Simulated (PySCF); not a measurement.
Fractional electron number in Al (aluminium, neutral)

The 3p alpha orbital of [Ne] 3s2 3p1 is emptied in steps (occupation f), with all orbitals relaxed, ending at [Ne] 3s2. Calculation: PySCF 2.14, in x2c-TZVPall; scalar relativity by spin-free X2C-1e. The exact energy is a straight line in f; departures are measured from the line between the end points of the same method.

```json
{"f": "1", "UHF (eV)": "0.000", "LDA (eV)": "0.000", "PBE (eV)": "0.000", "PBE0 (eV)": "0.000", "r2SCAN (eV)": "0.000", "LC-wPBE (eV)": "0.000", "BHandHLYP (eV)": "0.000", "wB97X (eV)": "0.000", "B3LYP (eV)": "0.000", "BLYP (eV)": "0.000"}
{"f": "0.75", "UHF (eV)": "0.060", "LDA (eV)": "-0.578", "PBE (eV)": "-0.569", "PBE0 (eV)": "-0.413", "r2SCAN (eV)": "-0.528", "LC-wPBE (eV)": "0.002", "BHandHLYP (eV)": "-0.271", "wB97X (eV)": "-0.031", "B3LYP (eV)": "-0.456", "BLYP (eV)": "-0.581"}
{"f": "0.5", "UHF (eV)": "0.078", "LDA (eV)": "-0.776", "PBE (eV)": "-0.760", "PBE0 (eV)": "-0.548", "r2SCAN (eV)": "-0.696", "LC-wPBE (eV)": "0.007", "BHandHLYP (eV)": "-0.360", "wB97X (eV)": "-0.038", "B3LYP (eV)": "-0.609", "BLYP (eV)": "-0.777"}
{"f": "0.25", "UHF (eV)": "0.057", "LDA (eV)": "-0.585", "PBE (eV)": "-0.568", "PBE0 (eV)": "-0.407", "r2SCAN (eV)": "-0.514", "LC-wPBE (eV)": "0.010", "BHandHLYP (eV)": "-0.269", "wB97X (eV)": "-0.028", "B3LYP (eV)": "-0.455", "BLYP (eV)": "-0.583"}
{"f": "0", "UHF (eV)": "0.000", "LDA (eV)": "0.000", "PBE (eV)": "0.000", "PBE0 (eV)": "0.000", "r2SCAN (eV)": "0.000", "LC-wPBE (eV)": "0.000", "BHandHLYP (eV)": "0.000", "wB97X (eV)": "0.000", "B3LYP (eV)": "0.000", "BLYP (eV)": "0.000"}
```

Q: For B3LYP, how does the orbital energy at f = 1 compare with the removal energy?

A: −ε = 3.579 eV against a total-energy difference of 6.004 eV. By Janak's theorem ε = ∂E/∂f, so the gap between them reflects the curvature. Along the path −ε is 4.784 (f = 0.75), 6.005 (f = 0.5), 7.226 (f = 0.25) eV.

```
   method  E(f=0) − E(f=1) (eV)  −ε at f=1 (eV)  −ε at f=0.5 (eV)
      UHF                 5.587           5.915             5.580
      LDA                 6.012           2.955             5.993
      PBE                 6.056           3.037             6.057
     PBE0                 6.076           3.872             6.090
   r2SCAN                 6.156           3.322             6.193
  LC-wPBE                 6.171           6.169             6.191
BHandHLYP                 5.883           4.437             5.889
    wB97X                 5.920           5.745             5.930
    B3LYP                 6.004           3.579             6.005
     BLYP                 5.850           2.774             5.841
```

Reference removal energy between the ground levels: 5.986 eV (measured; NIST Atomic Spectra Database, ionization energies). The calculation has no spin-orbit coupling. UHF lacks correlation.
